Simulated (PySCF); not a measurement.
# One shape, several levels: singlet SiH3S+

We compute a comparison of 3 runs (B2PLYP/STO-3G, PBE/STO-3G, QCISD(T)/STO-3G) of singlet SiH3S+. Input form: a Python script.

The results are computed with PySCF 2.14.0.

6 further runs of the same task are left out: 6 set aside as unsound or not needed.

**1. Starting point**

SiH3S+: 5 atoms, total charge +1, spin state singlet. As SMILES of the parent species, `[SiH2]S`. The shape is that of a PBE0-D4/def2-TZVP optimisation. This is one conformer, not always the lowest. That shape belongs to the parent species and isn't relaxed for this state.

Bond lengths: Si1–S2 2.132 Å, Si1–H3 1.492 Å, Si1–H4 1.488 Å, S2–H5 1.344 Å. Angles: Si1–S2–H5 94.7°, S2–Si1–H3 111.4°, S2–Si1–H4 105.0°, H3–Si1–H4 110.5°.

**2. The energy at B2PLYP/STO-3G (run 1)**

run.py reads:

```python
from pyscf import gto, dft, mp

mol = gto.Mole()
mol.atom = '''
Si    -0.096300    -0.694000    -0.309300
S      0.273100     1.406000    -0.294500
H     -0.094500    -1.256800     1.073000
H     -1.440300    -0.843200    -0.929900
H      1.407800     1.314300     0.419300
'''
mol.charge = 1
mol.basis = 'sto-3g'
mol.verbose = 3
mol.max_memory = 1860
mol.build()

mf = dft.RKS(mol)
mf.xc = '0.53*HF + 0.47*B88, 0.73*LYP'
mf.conv_tol = 1e-10
mf.grids.level = 5
mf.kernel()
if not mf.converged:
    mf = mf.newton().run(mf.mo_coeff, mf.mo_occ)

pt = mp.MP2(mf, frozen=10).run()
e_final = mf.e_tot + 0.27 * pt.e_corr
print('PT2 part  %.8f' % (0.27 * pt.e_corr))
print('E(%s) = %.9f' % ('B2PLYP', e_final))
```

Run with:

```sh
OMP_NUM_THREADS=1 python run.py
```

The program printed:

```text
converged SCF energy = -681.122218065963
E(RMP2) = -681.245659247781  E_corr = -0.123441181817516
E(SCS-RMP2) = -681.257010024215  E_corr = -0.134791958251666
PT2 part  -0.03332912
E(B2PLYP) = -681.155547185
```

Run time: 3 s. Hardware: 1 thread of Arm Neoverse V2, shared host; peak memory 0.2 GiB.

**3. The energy at PBE/STO-3G (run 2)**

job.py reads:

```python
from pyscf import gto, dft

mol = gto.M(
    atom='''
Si      -0.096300      -0.694000      -0.309300
S        0.273100       1.406000      -0.294500
H       -0.094500      -1.256800       1.073000
H       -1.440300      -0.843200      -0.929900
H        1.407800       1.314300       0.419300
''',
    charge=1,
    basis='sto-3g',
    verbose=3,
    max_memory=1860,
    spin=0,
)

calc0 = dft.RKS(mol, xc='pbe')
calc0.conv_tol = 1e-10
calc0.grids.level = 5
calc0.kernel()
if not calc0.converged:
    calc0 = calc0.newton().run(calc0.mo_coeff, calc0.mo_occ)

energy = calc0.e_tot
print('Final energy', energy)
```

Run with:

```sh
OMP_NUM_THREADS=1 python job.py
```

The program printed:

```text
converged SCF energy = -681.112884538665
Final energy -681.1128845386651
```

It took 2.9 s on 1 thread of Arm Neoverse V2, shared host; peak memory 0.2 GiB.

**4. The energy at QCISD(T)/STO-3G (run 3)**

calc.py reads:

```python
from pyscf import gto, cc

molecule = gto.M(
    atom='''
Si    -0.181981    -1.311470    -0.584492
S      0.516084     2.656955    -0.556524
H     -0.178579    -2.375008     2.027676
H     -2.721773    -1.593417    -1.757256
H      2.660356     2.483667     0.792362
''',
    basis='sto-3g',
    verbose=3,
    spin=0,
    max_memory=1860,
    unit='bohr',
    charge=1,
)

hf = molecule.RHF()
hf.conv_tol = 1e-10
hf.kernel()
if not hf.converged:
    hf = hf.newton().run(hf.mo_coeff, hf.mo_occ)

mycc = cc.QCISD(hf, frozen=10)
mycc.kernel()
e_t = mycc.qcisd_t()
e_tot = mycc.e_tot + e_t
print(f'total energy: {e_tot:.8f} hartree')
```

Run with:

```sh
OMP_NUM_THREADS=1 python calc.py
```

The program printed:

```text
converged SCF energy = -680.278970347009
E(QCISD) = -680.4000635991113  E_corr = -0.1210932521020908
QCISD(T) correction = -0.00207848457745865
total energy: -680.40214208 hartree
```

It took 0.72 s on 1 thread of Arm Neoverse V2, shared host; peak memory 0.12 GiB.

**5. Overview of the runs**

```csv
run,level,frozen core orbitals,integration grid,energy (Eh),HOMO energy (eV),LUMO energy (eV),HOMO–LUMO gap (eV),wall time
1,B2PLYP/STO-3G,10,5,-681.155547,-13.23,-7.03,6.19,3 s
2,PBE/STO-3G,–,5,-681.112885,-11.42,-9.18,2.24,2.9 s
3,QCISD(T)/STO-3G,10,–,-680.402142,-14.77,-4.65,10.13,0.72 s
```

**6. Summary of results**

```
                                           quantity          value
                                run 3: total energy  -680.40214 Eh
         run 3: HOMO energy (Hartree–Fock orbitals)      -14.77 eV
         run 3: LUMO energy (Hartree–Fock orbitals)       -4.65 eV
       run 3: HOMO–LUMO gap (Hartree–Fock orbitals)       10.13 eV
run 3: correlation energy (10 core orbitals frozen)     -123.2 mEh
                              run 3: (T) correction      -2.08 mEh
                               run 3: T1 diagnostic          0.070
```

**Reading.** Totals of different functionals can't be ranked against each other. In run 3 the T1 diagnostic is large, so a single reference may not serve. In runs 1, 2, 3 the basis is minimal, so the values are rough. All runs together took 6.5 s, the longest 3 s.
